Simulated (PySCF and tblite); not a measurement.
Allyl Fluoride, C3H5F, numbered as in [CH2:1]=[CH:2][CH2:3][F:4]. Free energies: B3LYP-D3(BJ)/def2-TZVP on PBE0-D3(BJ)/def2-SVP structures plus GFN2-xTB thermal terms, symmetry and mirror images included. Conformers within 3 kcal/mol (GFN2-xTB free energy) were kept, 8 at most. GIAO shieldings: PBE0/pcSseg-2. Couplings: B3LYP/pcJ-1. Shifts are against TMS (¹H), TMS (¹³C), CFCl3 (¹⁹F) at the same level. Codes: tblite and PySCF.

Torsions listed: C1–C2–C3–F4. Of a mirror pair one member is shown.

Two conformers hold nearly all the population. I: 0°; δ(F4) = -253.16 ppm. II: -132°; δ(F4) = -234.49 ppm. The average over the ensemble at 298.15 K is -242.00 ppm.

What populations and free-energy difference follow from a two-state model?

p(I) = (-242.00 − (-234.49))/(-253.16 − (-234.49)) = 0.40, so K = p(II)/p(I) = 1.49 and G(II) − G(I) = −RT ln K = -0.23 kcal/mol. One of the two counts twice, as a mirror pair, which this difference holds. The weights computed directly are 40.2 % and 59.8 %.

Unscaled ¹⁹F shifts at such levels can be off by tens of ppm; differences between conformers or isomers are more reliable.
